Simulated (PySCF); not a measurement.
carbon tetrachloride (CCl4), SMILES ClC(Cl)(Cl)Cl. The structure is a stationary point at ωB97X-D3(BJ)/def2-SVP.

Computed equilibrium geometry at ωB97X-D3(BJ)/def2-SVP (PySCF confirms it by a frequency run) as Cartesian coordinates in Å, and its point group:
point group Td.
```xyz
5

Cl     1.0195     1.0195    -1.0195
C      0.0000     0.0000     0.0000
Cl    -1.0195     1.0195     1.0195
Cl    -1.0195    -1.0195    -1.0195
Cl     1.0195    -1.0195     1.0195
```
